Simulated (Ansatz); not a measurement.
**N2 (triplet): wave-function methods side by side, def2-TZVPP**

One table from this session's results is given with a row withheld; the runs are named, their logs left out.

The runs use Ansatz 0.2.0, Gaussian basis; def2-TZVPP, core rule «outside noble gas», up to 2 orbitals frozen.

Plan: UHF; ROHF; CCSD(T) on UHF.

2 further runs of the same task are left out: 2 set aside as unsound or not needed.

**What is computed**

The geometry is a PBE0/def2-TZVP stationary point (not a proven minimum).

2 atoms, charge 0, spin multiplicity 3.

Atoms are counted from 1 here; the program's logs count them from 0.

Bond lengths: N1–N2 1.266 Å.

Coordinates:

```xyz
2

N     0.00000    0.00000    0.00000
N     0.00000    0.00000    1.26631
```

Set-up of the first run:

Input file in.yaml:

```yaml
crystal:
  periodic: [false, false, false]
  atoms:
    - {symbol: N, position_ang: [0.000000, 0.000000, 0.000000]}
    - {symbol: N, position_ang: [0.000000, 0.000000, 1.266308]}
basis:
  gaussian: {orbitals: def2-TZVPP}
magnetization: {spin_polarized: true, initial_magnetization: 2}
hamiltonian: {xc: hf}
output: {orbitals: {seedname: orbitals}}
```

Launch:

```sh
$ ansatz run in.yaml --threads 1 --pin off --events-out ev --progress --plain --max-ram 4096MiB --backend cpu
```

Among the steps run: UHF; ROHF; CCSD(T) on UHF.

One table of the session follows, with a row left open; its other results are not shown here.

It belongs to the step «Misses and costs». 

```
  method  from UCCSD(T) (kcal/mol)
    ROHF                   +224.74
     UHF                         ?
    UMP2                    +40.12
   UCCSD                    +11.22
UCCSD(T)                         0
```

Estimate the missing values for UHF.

As computed: from UCCSD(T) (kcal/mol): +216.46. In the column «from UCCSD(T) (kcal/mol)» it lies between UMP2 (+40.12) and ROHF (+224.74).

The program flags UCCSD(T) as in doubt (see the logs), so the zero of the table is itself unsure.

With the free atoms at the same levels and basis (separate runs), the atomisation energy is 2.849 eV at UCCSD(T), -0.541 eV at ROHF.

Limits of these values: The program flags UCCSD(T) as in doubt, so the zero of the table is itself unsure.
